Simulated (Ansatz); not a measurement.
# Graphite

Computed with r²SCAN in Ansatz (plane waves, PAW).

Numerical settings: plane-wave cutoff 500 eV, 18×18×6 k mesh (along the axes of the cell as run), Fermi–Dirac smearing 0.05 eV, scalar-relativistic PAW data made under PBE.

Cell: relaxed at this level.

- volume per atom = 9.21 Å³/atom
- lattice parameter a = 2.456 Å
- lattice parameter c = 7.050 Å

Measured, for comparison: lattice constant a 2.461 Å (300 K, not corrected to a static lattice, our sources range from 2.456 to 2.461; as tabulated in Wikipedia's data pages); lattice parameter c 6.67 Å (low temperature, zero-point motion not removed; as tabulated in Berland et al. (2010), arXiv:1007.3305). Computed (rounded) less measured: lattice constant a -0.2 % (0.0 % to -0.2 % over the range), lattice parameter c +5.7 %.

Note: the cell comes from a level without a dispersion term, which matters for the spacing of layers, chains or molecules.

Computed values are for the static lattice.

Cost on a shared machine: roughly 30 core-seconds.

Ansatz is a quantum-chemistry and plane-wave program.
